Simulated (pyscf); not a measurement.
AuH + fluorine (F–F) -> F–Au + hydrogen fluoride (HF), a four-centre exchange (singlet surface; Au–H, F–F broken, Au–F, F–H formed). PySCF, gas phase, ωB97X-D3(BJ)/def2-SVP geometries. Energies in kcal/mol from the separated reactants.

AM1 to PM7: differences of heats of formation from MOPAC, which are fitted to 298 K values and so differ in kind from electronic energies by zero-point and thermal terms. 

**Question.** Quick PM7 single points give ΔE‡ = 54.5 kcal/mol and ΔE = -21.3 kcal/mol. What does ωB97M-D3(BJ)/def2-TZVP give, and how far is the quick result from it?

**Answer.** ωB97M-D3(BJ)/def2-TZVP gives ΔE‡ = 36.4 kcal/mol and ΔE = -98.8 kcal/mol. PM7 lies 18.2 kcal/mol over it in the barrier and 77.5 kcal/mol over it in the reaction energy, so on this step it does not hold to within 3.0 kcal/mol. ωB97M-D3(BJ)/def2-TZVP has limits of its own. On the product side the descent ends in a bound adduct, 12.0 kcal/mol under the separated species and 147.7 kcal/mol under the saddle at ωB97X-D3(BJ)/def2-TZVP. The reactants may also form a dative adduct at AuH; it and routes through it were not searched. From the product side, F• + Au• + HF lies, by one bond made or cut, 69.2 kcal/mol under this saddle at ωB97M-D3(BJ)/def2-TZVP. This is the saddle that the search found; another between the same sides may lie lower. A restricted solution here is unstable towards spin polarisation, so biradical character is likely and single-reference numbers are less safe. In the def2 sets elements past Kr carry core potentials, without spin-orbit coupling.
